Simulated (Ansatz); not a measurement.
## hcp Co

Method: r²SCAN in Ansatz (plane waves, PAW).

Run with plane-wave cutoff 500 eV, 14×14×1 k mesh (along the axes of the cell as run), Fermi–Dirac smearing 0.1 eV, scalar-relativistic PAW data made under PBE.

Cell: relaxed at this level.

- surface energy of the (11-20) face: 2.47 J/m²
- work function of the (11-20) face: 4.44 eV

The slab of 20 atoms is relaxed and unreconstructed.

The computed numbers hold no vibrational or temperature effects.

Cost on a shared machine: about 5 core-hours (a rough figure).

Ansatz is a program for electronic structure.
